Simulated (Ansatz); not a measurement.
`O[SiH2]S` + H• → `O[SiH2][S]`• + H₂ at 400 K and 1 bar (hydrogen abstraction from the S–H bond).

Gas-phase electronic energies from Ansatz, PBE0-D4/def2-TZVP geometries. CCSD(T)/CBS adds triple-zeta CCSD(T) − MP2 to the extrapolated MP2 energy (def2 sets, frozen cores). This one scheme is used for every species, atoms too. No spin–orbit coupling; open shells (•) take unrestricted orbitals. Each species was taken in one conformer, which may not be the lowest.

```
      species  CCSD(T)/CBS energy (Eh)  H − E (kJ/mol)  S (J/(mol·K))
   `O[SiH2]S`               -764.50758           132.7          324.0
           H•                 -0.50000             8.3          120.8
`O[SiH2][S]`•               -763.85604           106.4          320.2
           H₂                 -1.17544            38.0          139.0
```

H − E and S are ideal-gas, rigid-rotor, harmonic terms from PBE0-D4/def2-TZVP, for one conformer and one mirror image of each species, with the whole ground term of open shells counted as degenerate. The MP2-based limit puts H₂ 0.8 mEh under its directly extrapolated value; such offsets cancel only in part. 1 Eh = 2625.50 kJ/mol, R = 8.31446 J/(mol·K).

**Question.** By hand: ΔE, ΔH, ΔS and ΔG.

**Answer.** ΔE = (-763.85604) + (-1.17544) − (-764.50758) − (-0.50000) = -0.02390 Eh = -62.7 kJ/mol. Δ(H − E) = 106.4 + 38.0 − 132.7 − 8.3 = 3.4, so ΔH = -59.3 kJ/mol. ΔS = 320.2 + 139.0 − 324.0 − 120.8 = 14.4 J/(mol·K). ΔG = -59.3 − 400 × (14.4)/1000 = -65.1 kJ/mol.

**Question.** By hand: the equilibrium constant, and the temperature at which ΔG would vanish if ΔH and ΔS stayed fixed.

**Answer.** log₁₀ K = −ΔG/(RT ln 10) = 8.5. ΔH and −TΔS have one sign here, so there is no such temperature.

The number of gas molecules stays the same, so ΔS is small and ΔH decides. A doubt of 5 kJ/mol in ΔE shifts log₁₀ K by 0.7 here. Other conformers and mirror images would add mixing entropy, several J/(mol·K) or more a flexible species. These are equilibria of isolated gas molecules and say nothing of rates. Largest T1 diagnostic: 0.014 (customary marks: 0.02 for closed shells, 0.045 for open ones).
